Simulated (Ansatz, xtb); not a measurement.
Two structures of H5Si3+

Structure a: a singlet given by its coordinates. Structure b: a singlet given by its coordinates. Both are isolated ions in the gas phase, relaxed with r2SCAN-D4/def2-SVP.

a (Å):

```yaml
atoms:
  - { symbol: Si, position_ang: [-1.9802, -1.3139, 2.3349] }
  - { symbol: Si, position_ang: [-0.0004, -0.3589, 2.1479] }
  - { symbol: Si, position_ang: [0.9706, -1.1736, 0.3423] }
  - { symbol: H, position_ang: [-2.9555, -1.0439, 3.4178] }
  - { symbol: H, position_ang: [-2.3678, -2.3023, 1.2993] }
  - { symbol: H, position_ang: [0.5740, 0.6473, 3.0695] }
  - { symbol: H, position_ang: [0.2202, -2.1799, -0.4477] }
  - { symbol: H, position_ang: [2.3182, -0.7931, -0.1434] }
```

Close contacts (Å): Si1–Si2 2.21, Si2–Si3 2.21, Si1–H4 1.48, Si1–H5 1.48, Si2–H6 1.48, Si3–H7 1.48, Si3–H8 1.48.

b (Å):

```yaml
atoms:
  - { symbol: Si, position_ang: [0.1049, 0.3538, -1.4037] }
  - { symbol: Si, position_ang: [1.8081, -0.4464, 0.0861] }
  - { symbol: Si, position_ang: [-1.9256, 0.7146, -2.1499] }
  - { symbol: H, position_ang: [2.6006, -1.3592, -0.7768] }
  - { symbol: H, position_ang: [1.0660, -1.1131, 1.1863] }
  - { symbol: H, position_ang: [-1.1907, 0.9999, -0.5976] }
  - { symbol: H, position_ang: [2.5181, 0.7988, 0.4750] }
  - { symbol: H, position_ang: [-1.1310, -0.7328, -1.5976] }
```

Close contacts (Å): Si1–Si2 2.40, Si1–Si3 2.19, Si1–H6 1.66, Si1–H8 1.66, Si2–H4 1.49, Si2–H5 1.49, Si2–H7 1.49, Si3–H6 1.74, Si3–H8 1.74.

Task: Estimate which is lower in electronic energy at CCSD(T)/def2-TZVP, and by roughly how much.

Result: Too close to call at this level: CCSD(T)/def2-TZVP gives E(b) − E(a) = −2.42 kJ/mol.

Level by level:

```json
{"level": "r2SCAN-D4/def2-SVP", "geometry": "r2SCAN-D4/def2-SVP", "E(b) − E(a) (kJ/mol)": "+10.77", "departure from the last row (kJ/mol)": "+13.19", "job, with rough time for the two": "optimisation, 77 s"}
{"level": "HF/def2-TZVP", "geometry": "r2SCAN-D4/def2-SVP", "E(b) − E(a) (kJ/mol)": "+20.76", "departure from the last row (kJ/mol)": "+23.18", "job, with rough time for the two": "part of the CCSD(T) run"}
{"level": "MP2/def2-TZVP", "geometry": "r2SCAN-D4/def2-SVP", "E(b) − E(a) (kJ/mol)": "+1.12", "departure from the last row (kJ/mol)": "+3.53", "job, with rough time for the two": "part of the CCSD(T) run"}
{"level": "CCSD(T)/def2-TZVP", "geometry": "r2SCAN-D4/def2-SVP", "E(b) − E(a) (kJ/mol)": "−2.42", "departure from the last row (kJ/mol)": "", "job, with rough time for the two": "single point, 15 s"}
```

The largest departure from CCSD(T)/def2-TZVP is that of HF/def2-TZVP, 23.18 kJ/mol. Levels run at GFN2-xTB geometries aren't shown.

With harmonic frequencies from r2SCAN-D4/def2-SVP (ideal gas, rigid rotor, one conformer each, 298.15 K, 1 atm): the zero-point term adds +0.43 kJ/mol; ΔH is −2.74 and ΔG −3.32 kJ/mol.

The correlated steps freeze 15 core orbitals. Codes used: Ansatz 0.2.0; the last row on 1 thread of Intel(R) Xeon(R) 6975P-C (Granite Rapids) on a shared host.
